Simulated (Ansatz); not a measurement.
# C6H12: basis-set convergence

The task here is to estimate one member of a computed series from the others.

Method: one geometry, several basis sets; program: Ansatz 0.2.0, Gaussian basis.

Plan: PBE0-D4/def2-SVP; ωB97M-V/def2-SVP; PBE0-D4/def2-QZVPP; ωB97M-V/def2-QZVPP; the functionals' def2-TZVPP values are taken from earlier runs.

### Structure used throughout

An earlier PBE0-D4 in a triple-zeta def2 set relaxation fixed the geometry.

18 atoms, charge 0, spin multiplicity 1.

Atoms are counted from 1 here; the program's logs count them from 0.

Bond lengths: C1–C2 1.329 Å, C1–H7 1.085 Å, C1–H8 1.085 Å, C2–C3 1.497 Å, C2–C4 1.500 Å, C3–H9 1.091 Å, C3–H10 1.095 Å, C3–H11 1.094 Å, C4–C5 1.527 Å, C4–H12 1.094 Å, C4–H13 1.099 Å, C5–C6 1.518 Å, C5–H14 1.095 Å, C5–H15 1.095 Å, C6–H16 1.092 Å, C6–H17 1.094 Å, C6–H18 1.094 Å. Angles: C2–C1–H7 121.6°, C2–C1–H8 121.4°, H7–C1–H8 117.1°, C1–C2–C3 121.8°, C1–C2–C4 121.5°, C3–C2–C4 116.7°, C2–C3–H9 111.5°, C2–C3–H10 110.7°, C2–C3–H11 111.3°, H9–C3–H10 108.4°, H9–C3–H11 108.0°, H10–C3–H11 106.6°, C2–C4–C5 114.1°, C2–C4–H12 109.3°, C2–C4–H13 109.1°, C5–C4–H12 109.1°, C5–C4–H13 108.5°, H12–C4–H13 106.6° and more.

Set-up of the first run:

Contents of in.yaml:

```yaml
crystal:
  periodic: [false, false, false]
  atoms:
    - {symbol: C, position_ang: [-2.124625, 0.538142, 0.996361]}
    - {symbol: C, position_ang: [-1.015894, -0.164248, 0.784446]}
    - {symbol: C, position_ang: [-0.376988, -0.974738, 1.868547]}
    - {symbol: C, position_ang: [-0.343677, -0.183665, -0.556914]}
    - {symbol: C, position_ang: [1.049531, 0.441354, -0.565893]}
    - {symbol: C, position_ang: [1.670942, 0.442285, -1.951394]}
    - {symbol: H, position_ang: [-2.610613, 0.553362, 1.966003]}
    - {symbol: H, position_ang: [-2.584857, 1.119454, 0.204507]}
    - {symbol: H, position_ang: [-0.965586, -0.949157, 2.786290]}
    - {symbol: H, position_ang: [-0.265663, -2.019088, 1.557576]}
    - {symbol: H, position_ang: [0.627805, -0.608347, 2.100002]}
    - {symbol: H, position_ang: [-0.973866, 0.337773, -1.284090]}
    - {symbol: H, position_ang: [-0.260912, -1.223261, -0.902354]}
    - {symbol: H, position_ang: [1.703286, -0.099348, 0.125738]}
    - {symbol: H, position_ang: [0.980241, 1.466478, -0.186461]}
    - {symbol: H, position_ang: [2.665430, 0.894120, -1.944274]}
    - {symbol: H, position_ang: [1.054982, 1.004535, -2.658920]}
    - {symbol: H, position_ang: [1.770483, -0.575642, -2.339182]}
basis:
  gaussian: {orbitals: def2-SVP}
hamiltonian: {xc: pbe0, dispersion: d4}
output: {orbitals: {seedname: orbitals}}
```

Launch:

```console
> ansatz run in.yaml --threads 2 --pin off --events-out ev --progress --plain --max-ram 31744MiB --backend cpu
```

Steps of the session up to this table: PBE0-D4 in def2-SVP; ωB97M-V in def2-SVP; PBE0-D4 in def2-QZVPP; ωB97M-V in def2-QZVPP.

One table of the session follows, with a row left open; its other results are not shown here.

It belongs to the step «Density functionals: the series». 

```
functional       basis  HOMO (eV)  LUMO (eV)
   PBE0-D4    def2-SVP          ?          ?
   PBE0-D4  def2-TZVPP      -7.01       0.53
   PBE0-D4  def2-QZVPP      -7.02       0.41
   ωB97M-V    def2-SVP      -9.19       2.92
   ωB97M-V  def2-TZVPP      -9.25       2.50
   ωB97M-V  def2-QZVPP      -9.25       1.84
```

Q: Estimate the row for PBE0-D4, def2-SVP from the others.

**Answer.** HOMO (eV): -6.95; LUMO (eV): 0.77. In the column «HOMO (eV)» it is the highest.
